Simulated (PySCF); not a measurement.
CHN, SMILES N#C.

Geometry optimised at B3LYP-D3(BJ)/def2-TZVPD.

Vertical ionisation energy (IE) and electron affinity (EA) in eV. Rows of orbital energies are one-electron estimates. Where ΔSCF, EOM or ADC give a negative EA the extra electron is unbound and the value depends on the basis.

```csv
level,IE,EA
"−ε(HOMO), −ε(LUMO), r2SCAN/def2-TZVPD (PySCF)",9.33,0.62
"−ε(HOMO), −ε(LUMO), M06-2X/def2-TZVPD (PySCF)",11.85,-0.43
EOM-CCSD/aug-cc-pVDZ (PySCF),13.74,-0.66
ADC(3)/aug-cc-pVDZ (PySCF),13.53,-0.70
```

Computed lowest 1s main lines (those of the lightest heavy element) from CVS-ADC(2)-x/aug-cc-pVDZ (PySCF, non-relativistic), with pole strengths:
294.7 eV (1.52).

**Question.** Beyond the first one, list the lowest photoelectron lines from ADC(3)/aug-cc-pVDZ (PySCF) with their pole strengths (two spins summed). (Estimate from the structure and the level; the computed values follow.)

**Answer.** 14.08 eV (1.77), 20.32 eV (1.70).
